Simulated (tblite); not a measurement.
# C7H11N3: the cost of one run

Computed with tblite 0.8.0 and PySCF 2.14.0; each step states its level. No surroundings beyond the atoms listed, unless a continuum is named. Atoms count from 0, parts from 1.

## 1. The system as given

21 atoms, charge 0, multiplicity 1; geometry: rigid parts in contact. Parts: 1 = atoms 0–5, `CC#N`, charge 0; 2 = atoms 6–20, `CN1[C]N(C)C=C1`, charge 0.

## 2. Docking the parts with GFN2-xTB

What the job is given:

```
{"job": {"kind": "dock", "xc": "GFN2-xTB", "basis": "xTB"}, "charge": 0, "multiplicity": 1, "parts": [{"atoms": "0-5", "charge": 0, "multiplicity": 1}, {"atoms": "6-20", "charge": 0, "multiplicity": 1}]}
C     -0.487309    -0.008982    -0.003507
C      0.949068     0.018809     0.006714
N      2.091466     0.038784     0.013987
H     -0.832200    -0.712361    -0.760652
H     -0.850992    -0.321436     0.974622
H     -0.870032     0.985186    -0.231163
C     -0.531922    -2.509718     2.907639
N     -1.298483    -1.476402     3.539419
C     -1.212138    -1.157791     4.872264
C     -2.077013    -0.138643     5.077636
N     -2.660244     0.125671     3.862904
C     -3.647281     1.142807     3.648641
C     -2.193298    -0.692696     2.886797
H     -0.805076    -2.537996     1.854560
H     -0.741524    -3.482549     3.360154
H      0.539011    -2.308154     2.996214
H     -0.558611    -1.671119     5.548481
H     -2.318727     0.408177     5.966588
H     -3.250253     2.129190     3.902758
H     -4.534993     0.956327     4.258894
H     -3.926590     1.128702     2.596827
```

Level: GFN2-xTB search for minima from random contacts, gas phase.

Command:

```
OMP_NUM_THREADS=1 python cluster_run.py task.json out
```

This one command runs all jobs of the session in turn.

Q: Estimate the wall time of this first job on 1 thread of Intel Xeon at 2.50GHz, shared host.

About 1.8 min.
